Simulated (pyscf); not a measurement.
Addition across a multiple bond or ene-type step: HI + acetylene (HC≡CH) → H₂C=CH–I

Gas phase, singlet surface, charge 0. Bonds broken: I1–H2. Bonds formed: I1–C3, H2–C4. Optimised with ωB97X-D3(BJ)/def2-SVP in PySCF. MP2 and CC: frozen core, UHF for open shells. ΔMP2 is the change of the MP2 total energy from the triple- to the quadruple-zeta basis.

Transition state (Å):

```xyz
6

I      1.5053     2.2413    -0.3903
H      0.0931     0.9787     0.5030
C      0.3489    -0.5021    -0.5250
C     -0.3846    -0.1776     0.4360
H      0.9868    -0.7737    -1.3552
H     -1.1662    -0.5316     1.1059
```

One imaginary mode, 1673i cm⁻¹; descent along it reached the two sides named.

| bond | change | reactant side (Å) | saddle | product side |
|---|---|---|---|---|
| I1–H2 | breaks | 1.615 | 2.094 | 3.2 |
| I1–C3 | forms | 4.2 | 3.0 | 2.087 |
| H2–C4 | forms | 2.6 | 1.253 | 1.094 |

Electronic energies relative to the separated reactants (kcal/mol):

| level | barrier | reaction energy | reverse barrier |
|---|---|---|---|
| ωB97X-D3(BJ)/def2-TZVP | 39.5 | -39.6 | 79.1 |
| PBE/def2-TZVP | 27.9 | -38.6 | 66.4 |
| r²SCAN/def2-TZVP | 30.3 | -38.7 | 69.0 |
| B3LYP-D3(BJ)/def2-TZVP | 33.3 | -36.6 | 69.9 |
| PBE0-D3(BJ)/def2-TZVP | 32.0 | -41.0 | 73.0 |
| M06-2X/def2-TZVP | 38.8 | -35.7 | 74.4 |
| ωB97M-D3(BJ)/def2-TZVP | 40.2 | -34.6 | 74.8 |
| HF/def2-TZVP | 50.5 | -29.3 | 79.8 |
| MP2/def2-QZVPP | 44.6 | -35.1 | 79.7 |
| CCSD/def2-TZVPP | 46.1 | -33.2 | 79.3 |
| CCSD(T)/def2-TZVPP | 42.1 | -34.0 | 76.2 |
| CCSD(T)/def2-TZVPP + ΔMP2(QZVPP) | 40.6 | -34.6 | 75.2 |

With CCSD(T)/def2-TZVPP + ΔMP2(QZVPP) energies and thermal terms (ideal gas, 1 atm, RRHO with modes under 100 cm⁻¹ raised to 100, one conformer, R ln 2 for chiral ones without a mode under 150 cm⁻¹), in kcal/mol:

```json
[
 {"T (K)": "298", "ΔH‡": "39.4", "ΔG‡": "47.3", "ΔH": "-30.3", "ΔG": "-21.6"},
 {"T (K)": "600", "ΔH‡": "39.2", "ΔG‡": "55.4", "ΔH": "-31.0", "ΔG": "-12.4"},
 {"T (K)": "900", "ΔH‡": "39.3", "ΔG‡": "63.5", "ΔH": "-31.0", "ΔG": "-3.1"},
 {"T (K)": "1200", "ΔH‡": "39.5", "ΔG‡": "71.5", "ΔH": "-30.8", "ΔG": "+6.2"}
]
```

One saddle was located; it need not be the lowest between these sides. The CCSD(T) − MP2 part came from Ansatz, without density fitting, on the same reference. The largest closed-shell T1 diagnostic is 0.033, which may signal static correlation. The frozen core leaves the outer d or s,p core shells of the metals and heavy elements correlated in the MP2 and CC values, and def2-TZVPP describes them poorly, which can shift differences by a few kcal/mol. Elements past Kr carry the def2 core potentials, without spin-orbit coupling.
